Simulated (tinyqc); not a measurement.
Harmonic frequencies on the UHF/sto-6g surface (energies and gradients from PySCF), for NH, spin multiplicity 3, step by step. One step of it, computed by the program tinyqc.

Task: One row of the Hessian: 1Nz. Displace 1Nz by +/-0.005 bohr; H(k, :) = (g(+) - g(-)) / (2 delta).

optimised positions (bohr):
```
           x         y         z
1N  0.000000  0.000000  0.079418
2H  0.000000  0.000000  2.118334
```

gradient at +delta (hartree/bohr):
```
             x           y            z
1N  0.00000000  0.00000000   0.00230177
2H  0.00000000  0.00000000  -0.00230177
```

gradient at -delta (hartree/bohr):
```
             x           y            z
1N  0.00000000  0.00000000  -0.00226390
2H  0.00000000  0.00000000   0.00226390
```

Give: row of the Hessian.

Result:

row of the Hessian (hartree/bohr^2): 1Nx 0.000000, 1Ny 0.000000, 1Nz 0.456567, 2Hx 0.000000, 2Hy 0.000000, 2Hz -0.456567
